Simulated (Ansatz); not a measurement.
Geometry optimisation, UKS CAM-B3LYP/def2-SVP (Ansatz 0.2.0).

Input:

```yaml
crystal:
  periodic: [false, false, false]
  atoms:
    - { symbol: Al, position_ang: [0.0, 0.0, 0.0] }
    - { symbol: Cl, position_ang: [0.0, 0.0, 2.48] }
    - { symbol: H, position_ang: [1.351, 0.0, -0.78] }
    - { symbol: H, position_ang: [-1.351, 0.0, -0.78] }
    - { symbol: H, position_ang: [0.0, 0.0, 4.15] }
magnetization:
  spin_polarized: true
  initial_magnetization: 1
basis:
  gaussian: { orbitals: def2-SVP }
hamiltonian:
  xc: cam_b3lyp
relax:
  f_tol: 0.15
  max_steps: 25
  restrain:
    - { distance: [1, 4], at: 1.37, k: 30.0 }
    - { distance: [0, 1], at: 3.43, k: 30.0 }
```

Command:

```bash
$ ansatz run input.yaml --threads 1 --pin off --max-ram 2048MiB --backend cpu --events-out ev --progress --plain --runs-dir out
```

Problem. Where does it end, and by what steps?

Solution. The forces met the threshold. The restraints hold the end off the free minimum; the threshold counts their pulls, which the force column leaves out. Restrained pairs: Cl2–H5 (1.67 → 1.33 Å), Al1–Cl2 (2.48 → 3.43 Å). After 5 steps the energy has fallen by 0.318 eV (the restraints' own energy left out); Cl2 moved furthest, 0.67 Å.

```tsv
step	energy less start (eV)	largest force component (eV/Å)	accepted
0	0.0000	1.965	yes
1	0.2269	1.759	yes
2	0.1125	1.985	yes
3	-0.1240	1.411	yes
4	-0.3104	1.275	yes
5	-0.3182	1.256	yes
```

```xyz
5
Properties=species:S:1:pos:R:3
Al 0.000 0.000 -0.287
Cl 0.000 -0.001 3.147
H 1.358 0.000 -1.135
H -1.358 0.000 -1.135
H 0.000 0.001 4.480
```

Time of the run: 7 s on 1 thread of Intel(R) Xeon(R) 6975P-C (Granite Rapids) (shared host), peak memory 0.15 GiB.
